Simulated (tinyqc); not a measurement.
A ladder of methods, and size consistency: correlation methods against full CI in the sto-3g basis, for HF, spin multiplicity 1. Computed by the program tinyqc with PySCF. 

Geometry (angstrom):
```
atom       x       y       z
F     0.0000  0.0000  0.0000
H     0.0000  0.0000  1.0120
```

RHF energy of one = -98.569133 hartree

All electrons correlated; +Q is the Davidson correction (1 - c0^2) E_corr. The last columns treat two copies 100 angstrom apart as one system. FCI is the lowest singlet.

Correlation energies (hartree):
```
method   E_corr of one  share of FCI (%)  E_corr of two at 100 angstrom  two minus twice one (mhartree)
MP2           -0.02185            64.474                       -0.04371                           0.000
CISD          -0.03390           100.000                       -0.06629                           1.505
CISD+Q        -0.03468           102.325                       -0.06916                           0.205
CCSD          -0.03390           100.000                       -0.06779                           0.000
CCSD(T)       -0.03390           100.000                       -0.06779                           0.000
FCI           -0.03390           100.000                              -                               -
```

MP2 recovers 64 %, CISD 100.0 % and CCSD 100.0 % of the FCI value (c0^2 = 0.977 in CISD). MP2 and coupled cluster are size consistent, so their last column vanishes; CISD loses 1.50 mhartree, since a double excitation on each copy is a quadruple of the pair, and the Davidson correction leaves +0.20. With two electrons, or one virtual orbital, CISD and CCSD are exact for one copy, so +Q overshoots there.
